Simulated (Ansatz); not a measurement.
# Relative stability

Two isomers of C$_{2}$H$_{4}$B (charge +1), singlet, relaxed at PBE0-D4/def2-TZVP (vibrations not checked).

A:

B1  (-1.030, -0.108, -1.008)
C2  (-0.289, 0.685, -0.060)
C3  (0.725, 0.009, 0.539)
H4  (-1.585, -0.816, -1.763)
H5  (-0.500, 1.727, 0.172)
H6  (1.362, 0.493, 1.275)
H7  (0.952, -1.032, 0.321)
(Å)

B:

```xyz
7
angstrom
C -1.4856 -1.2511 -0.0391
B -0.5053 -0.2301 0.1095
C 0.4750 0.7907 0.2596
H -1.9556 -1.4739 -0.9978
H 0.8117 1.4041 -0.5770
H 0.9423 1.0136 1.2196
H -1.8188 -1.8651 0.7985
```

Ansatz 0.2.0; basis: def2-TZVPP; cores frozen in the correlated methods. B3LYP uses VWN-RPA correlation.

Q: Which structure is lower at CCSD(T), and by how much? (Judge from chemistry; the value comes from the calculation.)

A: The calculation gives: A, by 0.695 eV (electronic energy, against the other). By their contacts, A is C₂H₄B ([BH][CH][CH2]), total charge +1 and B is C₂H₄B ([CH2][B][CH2]), total charge +1.

All methods give the same order:

| method | E(B) − E(A) (eV) |
| --- | --- |
| PBE-D4 | 0.498 |
| r2SCAN-D4 | 0.567 |
| PBE0-D4 | 0.743 |
| B3LYP-D4 | 0.635 |
| wB97M-V | 0.905 |
| HF | 1.204 |
| MP2 | 0.987 |
| CCSD | 0.852 |
| CCSD(T) | 0.695 |

No T1 diagnostic of these runs exceeds 0.027. The T1 diagnostic is large here, which may signal multireference character or strong orbital relaxation, so CCSD(T) is less sure. The restricted Hartree–Fock reference is unstable towards an unrestricted one at one or more of these structures. A large double-excitation amplitude points to some diradical character; no triplet was computed.

Labels in which every atom is bracketed show which atoms are joined, not bond orders.
